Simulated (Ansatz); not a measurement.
This script for Ansatz 0.2.0, Python API starts 4 runs on C₃H₄O, SMILES CC1=CO1. What input does the engine get in each?

`disp_c3h4o.py`:
```python
import ansatz as az
from ase import Atoms


def main() -> None:
    atoms = Atoms(["C", "C", "C", "O", "H", "H", "H", "H"], positions=[
        (-0.3534, 0.8752, -0.454),
        (0.1254, -0.2691, 0.1439),
        (0.348, -1.4591, 0.5464),
        (1.2908, -0.4636, 0.9482),
        (-1.2953, 0.6813, -1.0676),
        (-0.6755, 1.6763, 0.2903),
        (0.3581, 1.3772, -1.1344),
        (0.294, -2.4754, 0.6714),
    ])
    c3h4o = az.Crystal.molecule_from_ase(atoms)

    setup = c3h4o.calculation().basis(gaussian="def2-SVP")
    for name in ["revpbe", "pbe"]:
        for correction in ("d3bj", "d4"):
            summary = setup.functional(name, dispersion=correction).run(threads=1).report
            print(f"{name:8s} {correction:5s} total {summary['free_energy_ev']:.5f} eV, of which dispersion {1000 * summary['dispersion']['energy']['ev']:.2f} meV")


if __name__ == "__main__":
    main()
```

Run 1:
```yaml
crystal:
  periodic: [false, false, false]
  atoms:
    - { symbol: C, position_ang: [-0.3534, 0.8752, -0.454] }
    - { symbol: C, position_ang: [0.1254, -0.2691, 0.1439] }
    - { symbol: C, position_ang: [0.348, -1.4591, 0.5464] }
    - { symbol: O, position_ang: [1.2908, -0.4636, 0.9482] }
    - { symbol: H, position_ang: [-1.2953, 0.6813, -1.0676] }
    - { symbol: H, position_ang: [-0.6755, 1.6763, 0.2903] }
    - { symbol: H, position_ang: [0.3581, 1.3772, -1.1344] }
    - { symbol: H, position_ang: [0.294, -2.4754, 0.6714] }
basis:
  gaussian:
    orbitals: def2-SVP
hamiltonian:
  xc: revpbe
  dispersion: d3bj
```

Run 2, against run 1:
```diff
-  dispersion: d3bj
+  dispersion: d4
```

Run 3, against run 1:
```diff
-  xc: revpbe
+  xc: pbe
```

Run 4, against run 1:
```diff
-  xc: revpbe
-  dispersion: d3bj
+  xc: pbe
+  dispersion: d4
```

```console
$ python disp_c3h4o.py
revpbe   d3bj  total -5213.81311 eV, of which dispersion -311.26 meV
revpbe   d4    total -5213.91386 eV, of which dispersion -412.01 meV
pbe      d3bj  total -5208.71030 eV, of which dispersion -117.29 meV
pbe      d4    total -5208.70550 eV, of which dispersion -112.49 meV
```

Caveats:
- These settings explore the input space; basis and method may be short of convergence.
- The geometry is a force-field or estimated start, not a minimum of this method, and the basis set is short of its limit. D4 holds the three-body term, and d3bj doesn't.
- Hardware and time: 5.2 s on 1 thread of Arm Neoverse V1, on a shared host, peak memory 0.17 GiB.
